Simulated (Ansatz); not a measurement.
# CF2 (SMILES F[C]F): levels of theory compared

Wanted: a comparison of 5 runs (BLYP/STO-3G, HSE06/STO-3G, UB3LYP/STO-3G, BCCD(T)/STO-3G, CCSD(T)/STO-3G) of CF2. 

The results are computed with Ansatz 0.2.0.

40 further runs of the same task are left out: 4 that didn't finish, 36 set aside as unsound or not needed.

## (1) The system as given

The species is CF2 (3 atoms), meant as a singlet with charge 0. As SMILES, `F[C]F`. The C2–F1 distance was set to 2.639 Å, away from the relaxed value. At this shape a bond of the SMILES string is far longer than usual.

Bond lengths: C2–F3 1.320 Å.

## (2) A single-point energy at BLYP/STO-3G (run 1)

File molecule.yaml:

```yaml
crystal:
  periodic: [false, false, false]
  atoms:
    - symbol: F
      position_ang: [0.467058, 2.337743, 0.515805]
    - symbol: C
      position_ang: [0.326820, -0.272180, 0.149730]
    - symbol: F
      position_ang: [-0.723760, -0.760620, -0.482500]
basis:
  gaussian: {orbitals: STO-3G}
hamiltonian: {xc: {name: BLYP}}
accuracy: high
```

The run is started by

```sh
$ ansatz run molecule.yaml --threads 1 --pin off --max-ram 2610MiB --events-out events.jsonl --progress --plain --runs-dir runs
```

Output:

```text
Warning: RAYON_NUM_THREADS=1 ignored (pool sized by the plan → 1); use --threads N
Functional definition: BLYP
  name "BLYP"
  parameter beta = 0.0042
  parameter a = 0.04918
  parameter b = 0.132
  parameter c = 0.2533
  parameter d = 0.349
  exchange = b88_x(beta = beta)
  correlation = lyp_c(a = a, b = b, c = c, d = d)
231 factors; integrals over basis functions are off by at most 4.1e-8 eV
mean field evaluation 1: about -6355.6175 eV, gradient 3.9e1 eV
mean field evaluation 2: about -5971.0885 eV, gradient 2.9e1 eV
mean field evaluation 4: about -6357.4486 eV, gradient 8.9e0 eV
mean field evaluation 8: about -6357.4486 eV, gradient 8.9e0 eV
mean field evaluation 16: about -6369.2895 eV, gradient 2.8e-4 eV
mean field evaluation 32: about -6366.3196 eV, gradient 3.1e1 eV
mean field evaluation 64: about -6369.2780 eV, gradient 1.3e0 eV
mean field evaluation 96: about -6336.9175 eV, gradient 5.9e1 eV
mean field evaluation 128: about -6369.1690 eV, gradient 2.1e0 eV
mean field -6369.28947382 eV, -234.0670709035 hartree, gradient 1.3e-8 eV, S^2 0.000000; 8 other end points of the search recorded, 0 dependent functions left out
reference -6369.28949504 eV, -234.0670716832 hartree; 12, 12 occupied and 3, 3 virtual orbitals, 231 factors
Total energy: -6369.28949504 eV, -234.0670716832 hartree
```

It took 2 s on 1 thread of Arm Neoverse V1, shared host.

## (3) The energy at HSE06/STO-3G (run 2)

File job.yaml:

```yaml
crystal:
  periodic: [false, false, false]
  atoms:
    - symbol: F
      position_ang: [0.467058, 2.337743, 0.515805]
    - symbol: C
      position_ang: [0.326820, -0.272180, 0.149730]
    - symbol: F
      position_ang: [-0.723760, -0.760620, -0.482500]
basis:
  gaussian:
    orbitals: STO-3G
hamiltonian:
  xc: hse06
accuracy: high
```

The run is started by

```sh
$ ansatz run job.yaml --threads 1 --pin off --max-ram 2610MiB --events-out events.jsonl --progress --plain --runs-dir runs
```

Output:

```text
Warning: RAYON_NUM_THREADS=1 ignored (pool sized by the plan → 1); use --threads N
Functional definition: HSE06
  name "HSE06"
  parameter a = 0.25
  parameter omega = 0.11/bohr
  exchange = pbe_x - a*pbe_x_sr(omega) + a*exact_x_sr(omega)
  correlation = pbe_c
231 factors; integrals over basis functions are off by at most 4.1e-8 eV
44 factors; integrals over basis functions are off by at most 4.0e-10 eV
mean field evaluation 1: about -6354.1572 eV, gradient 1.7e1 eV
mean field evaluation 2: about -5968.9800 eV, gradient 3.2e1 eV
mean field evaluation 4: about -6354.0739 eV, gradient 9.2e0 eV
mean field evaluation 8: about -6364.0610 eV, gradient 8.0e-1 eV
mean field evaluation 16: about -6364.0718 eV, gradient 6.7e-9 eV
mean field -6364.07180703 eV, -233.8753251855 hartree, gradient 1.8e-8 eV, S^2 0.000000; 1 other end points of the search recorded, 0 dependent functions left out
reference -6364.07180785 eV, -233.8753252157 hartree; 12, 12 occupied and 3, 3 virtual orbitals, 231 factors
Total energy: -6364.07180785 eV, -233.8753252157 hartree
```

It took 0.93 s on 1 thread of Arm Neoverse V1, shared host.

## (4) A single-point energy at UB3LYP/STO-3G (run 3)

molecule.yaml, as its differences from that of step 2:

```diff
@@ -10,4 +10,9 @@
 basis:
-  gaussian: {orbitals: STO-3G}
-hamiltonian: {xc: {name: BLYP}}
+  gaussian:
+    orbitals: STO-3G
 accuracy: high
+magnetization:
+  spin_polarized: true
+  initial_magnetization: 0
+hamiltonian:
+  xc: {name: B3LYP}
```

The run is started by

```sh
$ ansatz run molecule.yaml --threads 1 --pin off --max-ram 2610MiB --events-out events.jsonl --progress --plain --runs-dir runs
```

Output:

```text
Warning: RAYON_NUM_THREADS=1 ignored (pool sized by the plan → 1); use --threads N
Functional definition: B3LYP
  name "B3LYP"
  parameter a0 = 0.2
  parameter ax = 0.72
  parameter ac = 0.81
  exchange = (1 - a0 - ax)*slater_x + ax*b88_x + a0*exact_x
  correlation = (1 - ac)*vwn_rpa_c + ac*lyp_c
231 factors; integrals over basis functions are off by at most 4.1e-8 eV
mean field evaluation 1: about -6359.4053 eV, gradient 1.2e1 eV
mean field evaluation 2: about -5973.7390 eV, gradient 2.3e1 eV
mean field evaluation 4: about -6359.3250 eV, gradient 6.7e0 eV
mean field evaluation 8: about -6369.6220 eV, gradient 3.8e-1 eV
mean field evaluation 16: about -6371.0573 eV, gradient 1.6e0 eV
mean field evaluation 32: about -6366.2341 eV, gradient 2.0e1 eV
mean field -6371.11311025 eV, -234.1340883061 hartree, gradient 2.2e-8 eV, S^2 0.908237; 6 other end points of the search recorded, 0 dependent functions left out
reference -6371.11312611 eV, -234.1340888891 hartree; 12, 12 occupied and 3, 3 virtual orbitals, 231 factors
Total energy: -6371.11312611 eV, -234.1340888891 hartree
```

Run time: 2.6 s. Hardware: 1 thread of Arm Neoverse V1, shared host; peak memory 0.11 GiB.

Run 4 isn't shown in full; the table further down has it.

## (5) The energy at CCSD(T)/STO-3G (run 5)

File run.yaml:

```yaml
crystal:
  periodic: [false, false, false]
  atoms:
    - {symbol: F, position_ang: [0.467058, 2.337743, 0.515805]}
    - {symbol: C, position_ang: [0.326820, -0.272180, 0.149730]}
    - {symbol: F, position_ang: [-0.723760, -0.760620, -0.482500]}
basis:
  gaussian: {orbitals: STO-3G}
correlation: {method: ccsd_t, frozen_orbitals: {C: 1, F: 1}}
accuracy: high
scf: {omitted_lower_state_checks: [cluster_reference, increment]}
```

The run is started by

```sh
$ ansatz run run.yaml --threads 1 --pin off --max-ram 2610MiB --events-out events.jsonl --progress --plain --runs-dir runs
```

Output:

```text
Warning: RAYON_NUM_THREADS=1 ignored (pool sized by the plan → 1); use --threads N
[... 14 lines left out ...]
3 core orbitals not correlated: weight in the atoms' cores, before any rotation towards them, 1.000 or more for the frozen orbitals, at most 0.000 for the correlated occupied ones
[... 51 lines left out ...]
WARN: these amplitudes may be one of several solutions (largest doubles amplitude 0.82, level shift 16.06 eV)
Total energy: -6350.48516660 eV, -233.3760253590 hartree
Checks for a lower state left out: cluster_reference, increment
```

Wall time 0.28 s (1 thread of Arm Neoverse V1, shared host).

## (6) The series

| run | level | frozen core orbitals | energy (Eh) | wall time |
| --- | --- | --- | --- | --- |
| 1 | BLYP/STO-3G | – | -234.067072 | 2 s |
| 2 | HSE06/STO-3G | – | -233.875325 | 0.93 s |
| 3 | UB3LYP/STO-3G | – | -234.134089 | 2.6 s |
| 4 | BCCD(T)/STO-3G | 3 | -233.376242 | 0.34 s |
| 5 | CCSD(T)/STO-3G | 3 | -233.376025 | 0.28 s |

## (7) Outcome

| quantity | value |
| --- | --- |
| run 5: total energy | -233.37603 Eh |
| run 5: correlation energy (3 core orbitals frozen) | -322.3 mEh |
| run 5: (T) correction | -15.34 mEh |
| run 5: T1 diagnostic | 0.044 |

In words: Totals of different functionals can't be ranked against each other. In run 5 the T1 diagnostic is large, so a single reference may not serve. In runs 4, 5 the log says that unrestricted orbitals would lower the reference, so the values rest on an unstable closed-shell determinant (other closed-shell runs at this shape may share the fault). In runs 1, 2, 3, 4, 5 the basis is minimal, so the values are rough. In runs 1, 2, 5 a closed-shell determinant meets a far-stretched bond, which it describes badly. Spin contamination of the reference: run 3 ⟨S²⟩ = 0.91. Where it is this large, the reference is a mixture of spin states, and values that rest on it are in doubt. All runs together took 6.2 s, the longest 2.6 s.
